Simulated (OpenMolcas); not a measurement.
# C4H11P (tert-butylphosphine) at 6 levels

Aim: a comparison of 6 runs (HF/6-31G*, BLYP/6-31G*, M06-L/6-31G*, PBE0/6-31G*, r2SCAN/6-31G*, CCSD(T)/6-31G*) of C4H11P (tert-butylphosphine). 

The calculation is run with OpenMolcas 26.06.

1 further run of the same task is left out (set aside as unsound or not needed).

## (1) The molecule

C4H11P has 16 atoms, charge 0, and is taken as a singlet. SMILES: `CC(C)(C)P`. The shape is that of a PBE0-D4/def2-TZVP optimisation. This is one conformer, not always the lowest.

Bond lengths: C1–C2 1.523 Å, C2–C3 1.527 Å, C2–C4 1.527 Å, C2–P5 1.872 Å, C1–H6 1.092 Å, C1–H7 1.096 Å, C1–H8 1.092 Å, C3–H9 1.093 Å, C3–H10 1.093 Å, C3–H11 1.095 Å, C4–H12 1.093 Å, C4–H13 1.093 Å, C4–H14 1.095 Å, P5–H15 1.422 Å, P5–H16 1.422 Å. Some angles: C1–C2–C3 110.1°, C1–C2–C4 110.0°, C1–C2–P5 112.6°, C3–C2–C4 109.8°, C3–C2–P5 107.1°, C4–C2–P5 107.1°, C2–C1–H6 111.4°, C2–C1–H7 110.3°, C2–C1–H8 111.4°, C2–C3–H9 111.6°.

## (2) Energy and forces at HF/6-31G(d) (spherical functions) (run 1)

The input, calc.input:

```
&GATEWAY
  BASLIB=$CurrDir
  COORD
  16
  angstrom
  C       -0.741780       0.582300      -1.051100
  C        0.035910      -0.030370       0.105610
  C        1.479480       0.466250       0.087120
  C        0.012170      -1.553500       0.003740
  P       -0.680560       0.421300       1.774860
  H       -0.742250       1.673450      -0.997130
  H       -0.290390       0.293200      -2.007510
  H       -1.780850       0.244920      -1.055490
  H        2.060940       0.041070       0.909040
  H        1.529020       1.555730       0.165270
  H        1.962690       0.177600      -0.852030
  H       -1.010560      -1.939840       0.019660
  H        0.562950      -2.019500       0.824670
  H        0.474130      -1.873090      -0.936090
  H       -0.829160       1.815640       1.538880
  H       -2.041750       0.144830       1.470480
  BASIS=6-31Gs
  GROUP=NoSym

&SEWARD

&SCF
  THRESHOLDS=1e-10 1e-07 1e-07 1e-05
  PRORBITALS=1

&ALASKA
```

The basis set 6-31G* is read from a file made from the Basis Set Exchange's data (not shown).

On the command line:

```
export MOLCAS_MEM=1860
pymolcas calc.input > calc.log
```

The log of the run:

```text
--- Start Module: gateway ---
[...]
--- Stop Module: gateway /rc=_RC_ALL_IS_WELL_ ---
[...]
      Basis functions           96
[...]
--- Start Module: scf ---
[...]
       Convergence after  13 Iterations
[...]
::    Total SCF energy                               -498.5829865552
[...]
      Total spin, S                                     0.0000000000
[...]
      Total electronic charge=   50.000000
      Total            charge=   -0.000000
[...]
      Dipole Moment (debye):
      Origin of the operator (angstrom)=   -0.1305    0.0748    0.4862
                   X=  5.0762E-02               Y=  1.7096E-02               Z= -1.3195E+00           Total=  1.3205E+00
      Quadrupole Moment (debye*angstrom):
[...]
--- Stop Module: scf /rc=_RC_ALL_IS_WELL_ ---
[...]
--- Start Module: alaska ---
[...]
 *              Molecular gradients               *
 **************************************************
  Irreducible representation: a
 ------------------------------------------------------------------------------------------
                              X                       Y                       Z
 ------------------------------------------------------------------------------------------
  C1                4.99483152625846E-03   -3.97201726874163E-03    8.15227925290873E-03
  C2               -3.49755438626920E-04    5.04999318453936E-04   -6.02328269866526E-03
  C3               -9.99552903633116E-03   -2.27873598798678E-03    2.16542490876459E-03
  C4               -1.03354131263717E-03    1.00801577661853E-02    2.67173915916885E-03
  P5                1.36127742543692E-02   -1.00233100889208E-02    3.50232103374637E-03
  H6                2.60427875105107E-04    5.13096116264133E-03    1.05227489505583E-03
  H7                2.71522808158164E-03   -1.79107444708526E-03   -4.53580198561410E-03
  H8               -4.83549819599238E-03   -1.87576859917937E-03    7.69010415781812E-04
[...]
--- Stop Module: alaska /rc=_RC_ALL_IS_WELL_ ---
[...]
```

Wall time 20 s (1 thread of Intel Xeon Platinum 8259CL at 2.50GHz (Skylake/Cascade Lake), shared host); peak memory 0.53 GiB.

## (3) Energy and forces at BLYP/6-31G(d) (spherical functions) (run 2)

The input, mol.input:

```
* C4H11P Kohn-Sham DFT
&gateway
baslib=$CurrDir
coord
16
angstrom
C       -0.741780       0.582300      -1.051100
C        0.035910      -0.030370       0.105610
C        1.479480       0.466250       0.087120
C        0.012170      -1.553500       0.003740
P       -0.680560       0.421300       1.774860
H       -0.742250       1.673450      -0.997130
H       -0.290390       0.293200      -2.007510
H       -1.780850       0.244920      -1.055490
H        2.060940       0.041070       0.909040
H        1.529020       1.555730       0.165270
H        1.962690       0.177600      -0.852030
H       -1.010560      -1.939840       0.019660
H        0.562950      -2.019500       0.824670
H        0.474130      -1.873090      -0.936090
H       -0.829160       1.815640       1.538880
H       -2.041750       0.144830       1.470480
basis=6-31Gs
group=NoSym
&seward
gridinput
Grid=UltraFine
End of Grid
&scf
ksdft=BLYP
thresholds=1e-10 1e-07 1e-07 1e-05
prorbitals=0
&alaska
```

The basis set 6-31G* is read from a file made from the Basis Set Exchange's data (not shown).

On the command line:

```
export MOLCAS_MEM=1860
pymolcas mol.input > mol.log
```

The log of the run:

```text
--- Start Module: gateway ---
[...]
--- Stop Module: gateway /rc=_RC_ALL_IS_WELL_ ---
[...]
      Basis functions           96
[...]
--- Start Module: scf ---
[...]
       Convergence after  17 Iterations
[...]
::    Total KS-DFT energy                            -500.2402252224
[...]
      Total spin, S                                     0.0000000000
[...]
      Total electronic charge=   50.000000
      Total            charge=   -0.000000
[...]
      Dipole Moment (debye):
      Origin of the operator (angstrom)=   -0.1305    0.0748    0.4862
                   X=  2.6251E-02               Y=  3.7275E-02               Z= -1.3768E+00           Total=  1.3776E+00
      Quadrupole Moment (debye*angstrom):
[...]
--- Stop Module: scf /rc=_RC_ALL_IS_WELL_ ---
[...]
--- Start Module: alaska ---
[...]
 *              Molecular gradients               *
 **************************************************
  Irreducible representation: a
 ------------------------------------------------------------------------------------------
                              X                       Y                       Z
 ------------------------------------------------------------------------------------------
  C1                2.76933178804661E-03   -2.19393443556681E-03    4.43733926715328E-03
  C2                2.34567160689925E-04   -1.96141375670089E-04    7.26162572368683E-04
  C3               -5.62072119540868E-03   -1.71084506645469E-03    3.29196077120120E-05
  C4               -1.29091546895610E-04    5.85404183983584E-03    3.48106692173999E-04
  P5               -4.19472192171533E-04    1.02805586353161E-03   -1.77170146718169E-02
  H6                4.24140178436561E-04   -7.02404986693406E-03    6.19862704860807E-04
  H7               -2.11285767017544E-03    1.26309644410094E-03    6.64860944942625E-03
  H8                6.78412500348413E-03    1.72421345205931E-03    9.80830511609354E-04
[...]
--- Stop Module: alaska /rc=_RC_ALL_IS_WELL_ ---
[...]
```

It took 2.7 min on 1 thread of Intel Xeon Platinum 8259CL at 2.50GHz (Skylake/Cascade Lake), shared host; peak memory 0.53 GiB.

Run 3 isn't shown in full; the table further down has it.

## (4) Energy and forces at PBE0/6-31G(d) (spherical functions) (run 4)

The input, run.input:

```
>>> EXPORT MOLCAS_PRINT=2

&GATEWAY
  BASLIB=$CurrDir
  COORD
  16
  angstrom
  C       -0.741780       0.582300      -1.051100
  C        0.035910      -0.030370       0.105610
  C        1.479480       0.466250       0.087120
  C        0.012170      -1.553500       0.003740
  P       -0.680560       0.421300       1.774860
  H       -0.742250       1.673450      -0.997130
  H       -0.290390       0.293200      -2.007510
  H       -1.780850       0.244920      -1.055490
  H        2.060940       0.041070       0.909040
  H        1.529020       1.555730       0.165270
  H        1.962690       0.177600      -0.852030
  H       -1.010560      -1.939840       0.019660
  H        0.562950      -2.019500       0.824670
  H        0.474130      -1.873090      -0.936090
  H       -0.829160       1.815640       1.538880
  H       -2.041750       0.144830       1.470480
  BASIS=6-31Gs
  GROUP=NoSym

&SEWARD
  GRIDINPUT
  Grid=UltraFine
  End of Grid

&SCF
  KSDFT=PBE0
  THRESHOLDS=1e-10 1e-07 1e-07 1e-05
  PRORBITALS=1 1

&ALASKA
```

The basis set 6-31G* is read from a file made from the Basis Set Exchange's data (not shown).

On the command line:

```
export MOLCAS_MEM=1860
pymolcas run.input > run.log
```

The log of the run:

```text
--- Start Module: gateway ---
[...]
--- Stop Module: gateway /rc=_RC_ALL_IS_WELL_ ---
[...]
      Basis functions           96
[...]
--- Start Module: scf ---
[...]
       Convergence after  13 Iterations
[...]
::    Total KS-DFT energy                            -500.0411069069
[...]
      Total spin, S                                     0.0000000000
[...]
      Total electronic charge=   50.000000
      Total            charge=   -0.000000
[...]
      Dipole Moment (debye):
      Origin of the operator (angstrom)=   -0.1305    0.0748    0.4862
                   X=  4.0382E-03               Y=  5.6559E-02               Z= -1.4542E+00           Total=  1.4553E+00
      Quadrupole Moment (debye*angstrom):
[...]
--- Stop Module: scf /rc=_RC_ALL_IS_WELL_ ---
[...]
--- Start Module: alaska ---
[...]
 *              Molecular gradients               *
 **************************************************
  Irreducible representation: a
 ------------------------------------------------------------------------------------------
                              X                       Y                       Z
 ------------------------------------------------------------------------------------------
  C1                1.08017410636485E-04   -9.82531492326189E-05    4.39588592931806E-04
  C2               -2.06707987882027E-04    1.39477308058300E-04    3.53580260793684E-04
  C3               -5.22663898996356E-04    5.16694991663513E-05    6.51488144107759E-05
  C4               -2.26502288049213E-04    4.70027737508261E-04    8.35793137143881E-05
  P5                5.81771509730711E-04   -2.35652364231509E-04   -4.57631983547913E-03
  H6                5.05357880476454E-05   -2.32875068042038E-03    2.05746441194810E-04
  H7               -5.85166997904008E-04    3.47781397639024E-04    1.86288984769245E-03
  H8                2.22282053320422E-03    6.59832932085047E-04    3.31107794059093E-04
[...]
--- Stop Module: alaska /rc=_RC_ALL_IS_WELL_ ---
[...]
```

Run time: 2.1 min. Hardware: 1 thread of Intel Xeon Platinum 8259CL at 2.50GHz (Skylake/Cascade Lake), shared host; peak memory 0.53 GiB.

Run 5 isn't shown in full; the table further down has it.

## (5) The energy at CCSD(T)/6-31G(d) (Cholesky decomposition, spherical functions) (run 6)

The input, calc.inp:

```
&GATEWAY
BasLib=$CurrDir
BasisSet
C.6-31Gs....
C1 -0.741780 0.582300 -1.051100 angstrom
C2 0.035910 -0.030370 0.105610 angstrom
C3 1.479480 0.466250 0.087120 angstrom
C4 0.012170 -1.553500 0.003740 angstrom
End of Basis
BasisSet
P.6-31Gs....
P5 -0.680560 0.421300 1.774860 angstrom
End of Basis
BasisSet
H.6-31Gs....
H6 -0.742250 1.673450 -0.997130 angstrom
H7 -0.290390 0.293200 -2.007510 angstrom
H8 -1.780850 0.244920 -1.055490 angstrom
H9 2.060940 0.041070 0.909040 angstrom
H10 1.529020 1.555730 0.165270 angstrom
H11 1.962690 0.177600 -0.852030 angstrom
H12 -1.010560 -1.939840 0.019660 angstrom
H13 0.562950 -2.019500 0.824670 angstrom
H14 0.474130 -1.873090 -0.936090 angstrom
H15 -0.829160 1.815640 1.538880 angstrom
H16 -2.041750 0.144830 1.470480 angstrom
End of Basis
&SEWARD
High
&SCF
Thresholds=1e-10 1e-07 1e-07 1e-05
PrOrbitals=1 2
&CHCC
Frozen=9
Threshold=1e-08
MaxIterations=80
&CHT3
Frozen=9
```

The basis set 6-31G* is read from a file made from the Basis Set Exchange's data (not shown).

On the command line:

```
export MOLCAS_MEM=1860
pymolcas calc.inp > calc.log
```

The log of the run:

```text
--- Start Module: gateway ---
[...]
--- Stop Module: gateway /rc=_RC_ALL_IS_WELL_ ---
[...]
      Basis functions           96
[...]
       Convergence after  13 Iterations
[...]
::    Total SCF energy                               -498.5829864556
[...]
      Total spin, S                                     0.0000000000
[...]
      Total electronic charge=   50.000000
      Total            charge=   -0.000000
[...]
      Dipole Moment (debye):
      Origin of the operator (angstrom)=   -0.1305    0.0748    0.4862
                   X=  5.0762E-02               Y=  1.7096E-02               Z= -1.3195E+00           Total=  1.3205E+00
      Quadrupole Moment (debye*angstrom):
[...]
--- Start Module: chcc ---
[...]
--- Stop Module: chcc /rc=_RC_ALL_IS_WELL_ ---
[...]
--- Start Module: cht3 ---
[...]
--- Stop Module: cht3 /rc=_RC_ALL_IS_WELL_ ---
[...]
```

Wall time 13 min (1 thread of Intel Xeon Platinum 8259CL at 2.50GHz (Skylake/Cascade Lake), shared host); peak memory 0.17 GiB.

## (6) The series

| run | level | integration grid | integral approximation | energy (Eh) | dipole moment (D) of the reference | HOMO energy (eV) | LUMO energy (eV) | wall time |
| --- | --- | --- | --- | --- | --- | --- | --- | --- |
| 1 | HF/6-31G* (spherical functions) | – | none | -498.582987 | 1.32 | -9.64 | 4.52 | 20 s |
| 2 | BLYP/6-31G* (spherical functions) | UltraFine | none | -500.240225 | 1.38 | -5.53 | 0.34 | 2.7 min |
| 3 | M06-L/6-31G* (spherical functions) | UltraFine | none | -500.339002 | 1.36 | -6.01 | 0.48 | 2.9 min |
| 4 | PBE0/6-31G* (spherical functions) | UltraFine | none | -500.041107 | 1.46 | -6.89 | 1.07 | 2.1 min |
| 5 | r2SCAN/6-31G* (spherical functions) | UltraFine | none | -500.233843 | 1.51 | -5.97 | 0.42 | 2.9 min |
| 6 | CCSD(T)/6-31G* (Cholesky decomposition, spherical functions) | – | CD high | -499.306243 | 1.32 | -9.64 | 4.52 | 13 min |

## (7) Summary of results

```
                                          quantity          value
                               run 6: total energy  -499.30624 Eh
         run 6: dipole moment (mean-field density)         1.32 D
        run 6: HOMO energy (Hartree–Fock orbitals)       -9.64 eV
        run 6: LUMO energy (Hartree–Fock orbitals)        4.52 eV
      run 6: HOMO–LUMO gap (Hartree–Fock orbitals)       14.16 eV
run 6: correlation energy (9 core orbitals frozen)     -723.3 mEh
                             run 6: (T) correction     -20.88 mEh
```

What this shows: Over runs 1, 2, 3, 4, 5 the dipole moment (its size) runs from 1.32 D (HF/6-31G*) to 1.51 D (r2SCAN/6-31G*). Over runs 1, 2, 3, 4, 5 the HOMO–LUMO gap runs from 5.87 eV (BLYP/6-31G*) to 14.16 eV (HF/6-31G*). Exact exchange widens orbital gaps. Totals of different functionals can't be ranked against each other. All runs together took 24 min, the longest 13 min.
